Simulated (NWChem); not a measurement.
Program: NWChem. System: ethane (C2H6), charge 0, spin multiplicity 1, at a geometry optimised with B3LYP/def2-SVP. Level: PBE/def2-TZVP.

Input file:

```
start mol
memory heap 200 mb stack 900 mb global 1100 mb
geometry units angstroms nocenter noautoz
  C      0.044600    -0.762556     0.000000
  C     -0.044600     0.762556     0.000000
  H      0.580051    -1.136910     0.887969
  H      0.580051    -1.136910    -0.887969
  H     -0.955336    -1.226748     0.000000
  H     -0.580051     1.136910     0.887969
  H     -0.580051     1.136910    -0.887969
  H      0.955336     1.226748     0.000000
  symmetry group C2h
end
basis spherical
  * library def2-tzvp
end
dft
  xc xpbe96 cpbe96
  semidirect memsize 60000000 filesize 0
  iterations 100
end
task dft energy
```

Part of the output:

```
             Northwest Computational Chemistry Package (NWChem) 7.3.0
             --------------------------------------------------------

                                NWChem Input Module
                                -------------------

 Scaling coordinates for geometry "geometry" by  1.889725989
 (inverse scale =  0.529177249)

 Turning off AUTOSYM since
 SYMMETRY directive was detected!

                             Geometry "geometry" -> ""
                             -------------------------

 Output coordinates in angstroms (scale by  1.889725989 to convert to a.u.)

  No.       Tag          Charge          X              Y              Z
 ---- ---------------- ---------- -------------- -------------- --------------
    1 C                    6.0000     0.04460000    -0.76255600     0.00000000
    2 C                    6.0000    -0.04460000     0.76255600     0.00000000
    3 H                    1.0000     0.58005100    -1.13691000     0.88796900
    4 H                    1.0000     0.58005100    -1.13691000    -0.88796900
    5 H                    1.0000    -0.95533600    -1.22674800     0.00000000
    6 H                    1.0000    -0.58005100     1.13691000     0.88796900
    7 H                    1.0000    -0.58005100     1.13691000    -0.88796900
    8 H                    1.0000     0.95533600     1.22674800     0.00000000

 Effective nuclear repulsion energy (a.u.)      41.9997603417

            Nuclear Dipole moment (a.u.)
            ----------------------------
        X                 Y               Z
 ---------------- ---------------- ----------------
     0.0000000000     0.0000000000     0.0000000000

      Symmetry information
      --------------------

 Group name             C2h
 Group number             21
 Group order               4
 No. of unique centers     3

      Symmetry unique atoms

     1    3    5


 Summary of "ao basis" -> "" (spherical)
 ------------------------------------------------------------------------------
       Tag                 Description            Shells   Functions and Types
 ---------------- ------------------------------  ------  ---------------------
 *                         def2-tzvp                  on all atoms

  pbe96 is a nonlocal functional; adding pw91lda local functional.

                                 NWChem DFT Module
                                 -----------------

 Summary of "ao basis" -> "ao basis" (spherical)
 ------------------------------------------------------------------------------
       Tag                 Description            Shells   Functions and Types
 ---------------- ------------------------------  ------  ---------------------
 C                         def2-tzvp                11       31   5s3p2d1f
 H                         def2-tzvp                 4        6   3s1p

 Summary of "ao basis" -> "ao basis" (spherical)
 ------------------------------------------------------------------------------
       Tag                 Description            Shells   Functions and Types
 ---------------- ------------------------------  ------  ---------------------
 C                         def2-tzvp                11       31   5s3p2d1f
 H                         def2-tzvp                 4        6   3s1p

      Symmetry analysis of basis
      --------------------------

        ag         32
        au         17
        bg         17
        bu         32

            General Information
            -------------------
          SCF calculation type: DFT
          Wavefunction type:  closed shell.
          No. of atoms     :     8
          No. of electrons :    18
           Alpha electrons :     9
            Beta electrons :     9
          Charge           :     0
          Spin multiplicity:     1
          Use of symmetry is: on ; symmetry adaption is: on
          Maximum number of iterations: 100
          AO basis - number of functions:    98
                     number of shells:    46
          Convergence on energy requested:  1.00D-06
          Convergence on density requested:  1.00D-05
          Convergence on gradient requested:  5.00D-04

              XC Information
              --------------
          PerdewBurkeErnzerhof Exchange Functional  1.000
            Perdew 1991 LDA Correlation Functional  1.000 local
           PerdewBurkeErnz. Correlation Functional  1.000 non-local

             Grid Information
             ----------------
          Grid used for XC integration:  medium
          Radial quadrature: Mura-Knowles
          Angular quadrature: Lebedev.
          Tag              B.-S. Rad. Rad. Pts. Rad. Cut. Ang. Pts.
          ---              ---------- --------- --------- ---------
          C                   0.70       49           8.0       434
          H                   0.35       45          10.0       434
          Grid pruning is: on
          Number of quadrature shells:   139
          Spatial weights used:  Erf1

          Convergence Information
          -----------------------
          Convergence aids based upon iterative change in
          total energy or number of iterations.
          Levelshifting, if invoked, occurs when the
          HOMO/LUMO gap drops below (HL_TOL):  1.00D-02
          DIIS, if invoked, will attempt to extrapolate
          using up to (NFOCK): 10 stored Fock matrices.

                    Damping( 0%)  Levelshifting(0.5)       DIIS
                  --------------- ------------------- ---------------
          dE  on:    start            ASAP                start
          dE off:    2 iters        100 iters           100 iters

      Screening Tolerance Information
      -------------------------------
          Density screening/tol_rho:  1.00D-10
          AO Gaussian exp screening on grid/accAOfunc:  14
          CD Gaussian exp screening on grid/accCDfunc:  20
          XC Gaussian exp screening on grid/accXCfunc:  20
          Schwarz screening/accCoul:  1.00D-08

      Superposition of Atomic Density Guess
      -------------------------------------

 Sum of atomic energies:         -78.34151161

      Non-variational initial energy
      ------------------------------

 Total energy =     -79.662316
 1-e energy   =    -186.134916
 2-e energy   =      64.472840
 HOMO         =      -0.423852
 LUMO         =       0.072271

      Symmetry analysis of molecular orbitals - initial
      -------------------------------------------------

  Numbering of irreducible representations:

     1 ag          2 au          3 bg          4 bu

  Orbital symmetries:

     1 ag          2 bu          3 ag          4 bu          5 au
     6 bu          7 ag          8 bg          9 ag         10 ag
    11 bu         12 bu         13 au         14 ag         15 bg
    16 bu         17 ag         18 bg         19 ag

------------------------------------------------------------
EAF file 0: "./mol.aoints.0" size=524288 bytes
------------------------------------------------------------
               write      read    awrite     aread      wait
               -----      ----    ------     -----      ----
     calls:        1         0         0         0         0
   data(b): 5.24e+05  0.00e+00  0.00e+00  0.00e+00
   time(s): 0.00e+00  0.00e+00  0.00e+00  0.00e+00  0.00e+00
rate(mb/s): 0.00e+00  0.00e+00
------------------------------------------------------------

   convergence    iter        energy       DeltaE   RMS-Dens  Diis-err    time
 ---------------- ----- ----------------- --------- --------- ---------  ------
 d= 0,ls=0.0,diis     1    -79.7118052766 -1.22D+02  4.88D-03  2.85D-01     0.5
 d= 0,ls=0.0,diis     2    -79.7291216332 -1.73D-02  1.20D-03  1.42D-02     0.6
 d= 0,ls=0.0,diis     3    -79.7278776042  1.24D-03  7.07D-04  2.42D-02     0.7
 d= 0,ls=0.0,diis     4    -79.7309226732 -3.05D-03  6.26D-05  8.26D-05     0.8
 d= 0,ls=0.0,diis     5    -79.7309338853 -1.12D-05  9.29D-06  2.85D-06     0.9
 d= 0,ls=0.0,diis     6    -79.7309342324 -3.47D-07  7.98D-07  1.13D-08     0.9

         Total DFT energy =      -79.730934232423
      One electron energy =     -188.875443043045
           Coulomb energy =       80.088663950283
    Exchange-Corr. energy =      -12.943915481328
 Nuclear repulsion energy =       41.999760341667

 Numeric. integr. density =       18.000001135025

     Total iterative time =      0.8s

                  Occupations of the irreducible representations
                  ----------------------------------------------

                     irrep           alpha         beta
                     --------     --------     --------
                     ag                4.0          4.0
                     au                1.0          1.0
                     bg                1.0          1.0
                     bu                3.0          3.0

                       DFT Final Molecular Orbital Analysis
                       ------------------------------------

 Vector    7  Occ=2.000000D+00  E=-3.271548D-01  Symmetry=ag
              MO Center= -3.4D-15, -4.0D-15, -9.4D-16, r^2= 1.8D+00
   Bfn.  Coefficient  Atom+Function         Bfn.  Coefficient  Atom+Function
  ----- ------------  ---------------      ----- ------------  ---------------
     7      0.303491  1 C  py                38     -0.303491  2 C  py
    10      0.229370  1 C  py                41     -0.229370  2 C  py
    13      0.107321  1 C  py                44     -0.107321  2 C  py
    64     -0.073385  3 H  s                 70     -0.073385  4 H  s
    76     -0.073415  5 H  s                 82     -0.073385  6 H  s

 Vector    8  Occ=2.000000D+00  E=-2.975513D-01  Symmetry=ag
              MO Center= -1.3D-15, -1.3D-14, -6.5D-16, r^2= 2.4D+00
   Bfn.  Coefficient  Atom+Function         Bfn.  Coefficient  Atom+Function
  ----- ------------  ---------------      ----- ------------  ---------------
     6      0.230534  1 C  px                37     -0.230534  2 C  px
    76     -0.192568  5 H  s                 94     -0.192568  8 H  s
     9      0.163912  1 C  px                40     -0.163912  2 C  px
    75     -0.132496  5 H  s                 93     -0.132496  8 H  s
    77     -0.115767  5 H  s                 95     -0.115767  8 H  s

 Vector    9  Occ=2.000000D+00  E=-2.975503D-01  Symmetry=bg
              MO Center=  3.1D-15, -1.1D-14, -3.9D-15, r^2= 2.4D+00
   Bfn.  Coefficient  Atom+Function         Bfn.  Coefficient  Atom+Function
  ----- ------------  ---------------      ----- ------------  ---------------
     8      0.230928  1 C  pz                39     -0.230928  2 C  pz
    64      0.166777  3 H  s                 70     -0.166777  4 H  s
    82     -0.166777  6 H  s                 88      0.166777  7 H  s
    11      0.164189  1 C  pz                42     -0.164189  2 C  pz
    63      0.114750  3 H  s                 69     -0.114750  4 H  s

 Vector   10  Occ=0.000000D+00  E= 2.291899D-02  Symmetry=ag
              MO Center= -1.4D-16,  3.6D-15, -6.3D-16, r^2= 6.4D+00
   Bfn.  Coefficient  Atom+Function         Bfn.  Coefficient  Atom+Function
  ----- ------------  ---------------      ----- ------------  ---------------
     5      2.715956  1 C  s                 36      2.715956  2 C  s
    65     -1.250111  3 H  s                 71     -1.250111  4 H  s
    77     -1.250095  5 H  s                 83     -1.250111  6 H  s
    89     -1.250111  7 H  s                 95     -1.250095  8 H  s
    13     -0.586905  1 C  py                44      0.586905  2 C  py

 Vector   11  Occ=0.000000D+00  E= 6.086092D-02  Symmetry=bu
              MO Center=  3.0D-14, -1.2D-14, -1.2D-13, r^2= 7.6D+00
   Bfn.  Coefficient  Atom+Function         Bfn.  Coefficient  Atom+Function
  ----- ------------  ---------------      ----- ------------  ---------------
     5      5.601742  1 C  s                 36     -5.601742  2 C  s
    65     -1.260233  3 H  s                 71     -1.260233  4 H  s
    77     -1.260297  5 H  s                 83      1.260233  6 H  s
    89      1.260233  7 H  s                 95      1.260297  8 H  s
    13      1.086694  1 C  py                44      1.086694  2 C  py

 Vector   12  Occ=0.000000D+00  E= 8.726309D-02  Symmetry=bu
              MO Center=  2.3D-15,  6.5D-16,  1.1D-15, r^2= 6.4D+00
   Bfn.  Coefficient  Atom+Function         Bfn.  Coefficient  Atom+Function
  ----- ------------  ---------------      ----- ------------  ---------------
    77      1.724394  5 H  s                 95     -1.724394  8 H  s
    65     -0.862312  3 H  s                 71     -0.862312  4 H  s
    83      0.862312  6 H  s                 89      0.862312  7 H  s
    12      0.766413  1 C  px                43      0.766413  2 C  px
    76     -0.202949  5 H  s                 94      0.202949  8 H  s

 center of mass
 --------------
 x =   0.00000000 y =   0.00000000 z =   0.00000000

 moments of inertia (a.u.)
 ------------------
          90.628337697083           3.972773967443           0.000000000000
           3.972773967443          22.934661052677           0.000000000000
           0.000000000000           0.000000000000          90.860775276040

     Multipole analysis of the density
     ---------------------------------

     L   x y z        total         alpha         beta         nuclear
     -   - - -        -----         -----         ----         -------
     0   0 0 0     -0.000000     -9.000000     -9.000000     18.000000

     1   1 0 0      0.000000      0.000000      0.000000      0.000000
     1   0 1 0     -0.000000     -0.000000     -0.000000      0.000000
     1   0 0 1     -0.000000     -0.000000     -0.000000      0.000000

     2   2 0 0    -11.183774    -11.296734    -11.296734     11.409694
     2   1 1 0      0.030962      1.269050      1.269050     -2.507137
     2   1 0 1      0.000000      0.000000      0.000000      0.000000
     2   0 2 0    -11.710315    -32.920216    -32.920216     54.130116
     2   0 1 1     -0.000000     -0.000000     -0.000000      0.000000
     2   0 0 2    -11.181978    -11.222479    -11.222479     11.262979

 Task  times  cpu:        0.9s     wall:        0.9s

 Total times  cpu:        1.0s     wall:        1.0s
```
